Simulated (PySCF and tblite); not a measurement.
The numbers below are computed, except where a source is named.
Barrier and rate of a rotation

System: C3H4S2, numbered as in [S:1]=[CH:2]/[CH:3]=[CH:4]\[SH:5].

Motion: rotation about the C2–C3 bond (torsion S1–C2–C3–C4 from 0° to 180°, rising). Geometries: B3LYP-D3(BJ)/def2-SVP; energies: PBE0/pcSseg-1 + D3(BJ); zero-point and thermal terms from GFN2-xTB harmonic modes (soft modes blended into free rotors). Rate constants are transition-state-theory values, counting equivalent paths, without tunnelling. Run with tblite and PySCF.

| point | symmetry | E(GFN2) kcal/mol | E(DFT) kcal/mol | ZPE change kcal/mol | lowest mode cm⁻¹ | dipole D |
| --- | --- | --- | --- | --- | --- | --- |
| start | Cs | 0.0 | 0.0 | 0.00 | 168 | 2.47 |
| saddle | C1 | 13.3 | 15.3 | -0.67 | 211i | 1.60 |
| end | Cs | 3.6 | 5.3 | 0.18 | 107 | 2.86 |

| Item | Value |
| --- | --- |
| Electronic barrier | 15.3 kcal/mol |
| Barrier with zero-point energy | 14.6 kcal/mol |
| ΔH‡ (298 K) | 14.7 kcal/mol |
| ΔS‡ (298 K, symmetry apart) | 0.9 cal/(mol K) |
| Paths | 2 equivalent paths |
| End point | a different minimum |
| Mean lifetime of the start against this motion at 298 K | 2.9 ms |
| Cost | 76 s on 1 thread of Arm Neoverse V2, shared host (rough), peak memory 0.62 GiB, launched as `OMP_NUM_THREADS=1 python ens_run.py task.json out` |

```csv
T/K,ΔG‡ kcal/mol,k s⁻¹,ΔG kcal/mol,k back s⁻¹
150,14.5,4.3×10⁻⁹,5.3,0.25
200,14.5,0.0012,5.2,650
250,14.4,2.5,5.1,7.4×10⁴
298,14.4,340,5.0,1.6×10⁶
350,14.4,1.5×10⁴,4.9,1.7×10⁷
400,14.3,2.4×10⁵,4.8,9.6×10⁷
500,14.3,1.2×10⁷,4.5,1.1×10⁹
```

ΔG and ΔG‡ leave out symmetry numbers and mirror images; rates count paths: 2 out, 2 back.
